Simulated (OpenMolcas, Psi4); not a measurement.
A ladder of methods for NS (Mononitrogen monosulfide)

NS: 2 atoms, total charge 0, spin state doublet. As SMILES, `[N]=S`. Geometry: relaxed at PBE0-D4/def2-TZVP.

```xyz
2

N     0.0000    0.0000   -0.0112
S     0.0000    0.0000    1.4744
```

Each level gives the dipole moment (D). The values are calculated.

**What was measured.** NIST CCCBDB gives the dipole moment of the gas as 1.81 D.

```tsv
level	kind	program	value (D)	computed − measured	CPU time
ROHF/cc-pVTZ	Hartree–Fock	OpenMolcas	1.61	-0.20	4.6 s
U-revPBE/cc-pVTZ	GGA	Psi4	1.74	-0.07	31 s
UBLYP/cc-pVTZ	GGA	Psi4	1.82	+0.01	29 s
UM06-L/cc-pVTZ	meta-GGA	Psi4	1.77	-0.04	32 s
UBHLYP/cc-pVTZ	global hybrid	OpenMolcas	1.81	0.00	15 s
UPBE0/cc-pVTZ	global hybrid	Psi4	1.79	-0.02	24 s
U-wB97X-V/cc-pVTZ	range-separated hybrid	Psi4	1.83	+0.02	39 s
U-wB97X/cc-pVTZ	range-separated hybrid	Psi4	1.84	+0.03	41 s
```

Nearest: UBHLYP/cc-pVTZ (0.00 D); farthest: ROHF/cc-pVTZ (-0.20 D). The measured dipole is a vibrational average, so differences of a few hundredths of a debye mean little. Computed less measured by kind, in D (cc-pVTZ rows): Hartree–Fock -0.20; GGA -0.07 to +0.01; meta-GGA -0.04; global hybrid -0.02 to +0.00; range-separated hybrid +0.02 to +0.03. CPU times are rough (shared hosts, several kinds of processor): they show what a rung costs within a factor of a few.
